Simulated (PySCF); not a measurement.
## Frontier levels across methods

Species: CH6OSi.
Atom-mapped SMILES: `[CH3:1][SiH2:2][OH:3]` (hydrogens: H4, H5, H6 on C1; H7, H8 on Si2; H9 on O3)

Geometry (PBE0-D3(BJ)/def2-SVP, Å), atoms numbered from 1 in this order:
```
atom  x, y, z in Å
C1    -1.1657   -0.1661   -0.0113
Si2    0.6916   -0.3983    0.0462
O3     1.5230    0.9639   -0.4481
H4    -1.6763   -1.1015    0.2696
H5    -1.4966    0.1138   -1.0234
H6    -1.4983    0.6181    0.6874
H7     1.1069   -1.4741   -0.8968
H8     1.0880   -0.7825    1.4410
H9     1.4581    1.7365    0.1197
```

Basis pcSseg-2 throughout (PySCF), one geometry. Geometry: PBE0-D3(BJ)/def2-SVP, one conformer, isolated molecule.

Q: How do the orbital energies, the gap and the dipole change with the method?

A: 
```tsv
method	kind	HOMO (eV)	LUMO (eV)	gap (eV)	μ (D)	SCF cycles
BLYP	GGA	-6.90	-0.63	6.27	1.64	14
OPBE	GGA	-6.94	-0.45	6.48	1.64	14
PBE	GGA	-6.98	-0.64	6.34	1.65	13
B97-D	GGA	-7.01	-0.49	6.52	1.64	14
KT2	GGA	-7.08	-0.70	6.38	1.60	15
BP86	GGA	-7.09	-0.58	6.52	1.65	13
LDA	LDA	-7.10	-0.80	6.30	1.70	14
KT3	GGA	-7.11	-0.76	6.35	1.59	14
B97-2	global hybrid	-8.19	0.20	8.39	1.68	12
B3LYP	global hybrid	-8.24	-0.14	8.09	1.68	13
PBE0	global hybrid	-8.45	0.17	8.62	1.69	12
mPW1PW91	global hybrid	-8.49	0.17	8.66	1.69	12
BHandHLYP	global hybrid	-9.84	0.77	10.61	1.72	12
CAM-B3LYP	range-separated hybrid	-9.89	0.91	10.80	1.71	12
wB97X-D	range-separated hybrid	-10.36	1.92	12.28	1.71	12
LC-wPBE	range-separated hybrid	-11.24	2.11	13.35	1.74	12
HF	Hartree–Fock	-11.96	2.52	14.47	1.77	9
```

The HOMO spans 5.05 eV, from BLYP down to HF, and the gap runs from 6.27 eV (BLYP) to 14.47 eV (HF). Over the methods BLYP (0 %), OPBE (0 %), PBE (0 %), B97-D (0 %), KT2 (0 %), BP86 (0 %), LDA (0 %), KT3 (0 %), B97-2 (21 %), B3LYP (20 %), PBE0 (25 %), mPW1PW91 (25 %), BHandHLYP (50 %), HF (100 %), a straight line through the gap against the share of exact exchange rises by 0.82 eV for each 10 % (correlation coefficient 0.998). The dipole ranges from 1.59 D (KT3) to 1.77 D (HF). This basis has no diffuse functions.
